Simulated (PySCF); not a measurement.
Gas-phase XPS of `PP`, computed

Species: P2H4.
Numbering: `[PH2:1][PH2:2]`

Computed, not measured: PySCF 2.14.0, delta-SCF UKS SCAN, pcX-2 on the ionised atom, pcseg-1 elsewhere, spin-free X2C. Each binding energy is the total energy of the core-ionised species, with the hole localised on one atom, minus that of the ground state; both are solved self-consistently, so orbital relaxation is included.

**Question.** What binding energy does each computed site have?

**Answer.** 
| atom(s) | bonded to | level | binding energy (eV) | 2p1/2 (eV) | count |
| --- | --- | --- | --- | --- | --- |
| P1/P2 | 2 H and P | P 1s | 2150.17 | – | 2 |
| P1/P2 | 2 H and P | P 2p3/2 | 136.66 | 137.55 | 2 |

**Question.** Which photon energy gives electrons from P 1s of P1/P2 a kinetic energy of 200 eV, and what is their de Broglie wavelength?

**Answer.** hν = 2150.17 + 200 = 2350.17 eV, recoil neglected; λ = 12.264 Å/√(E/eV) = 0.87 Å.

The first atom of each set that the bonding makes equivalent was ionised and stands for the set. For 2p shells one spin-free hole was relaxed; a mean-field spin–orbit operator and the ground-state splitting of the three 2p orbitals were then diagonalised within the shell. The shell's mean is (2 × 2p3/2 + 2p1/2)/3, and the degeneracies 2j + 1 give areas of 2:1. 2p1/2 minus 2p3/2 (ligand field included): P 0.89 eV. One conformer (not necessarily the lowest) at the GFN2-xTB geometry, without solvent, vibrations or thermal averaging.

Shape of the structure used: `[PH2:1][PH2:2]`: H–P1–P2–H 180°, H–P1–P2–H 87°.
